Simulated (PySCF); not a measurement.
Level of theory: r2SCAN-D4/def2-TZVP (PySCF 2.14.0). Gas-phase values, no solvent. 

Reference species (SMILES): `C[SiH3]` (neutral, multiplicity 1).

```yaml
dipole_moment: 0.86 D
```

Changed species: `B[SiH3]` (X = boryl, parent; the reference has X = methyl, parent).

Task: What does the change do to the dipole moment?

Result: the dipole moment drops by 0.52 D, to 0.34 D.
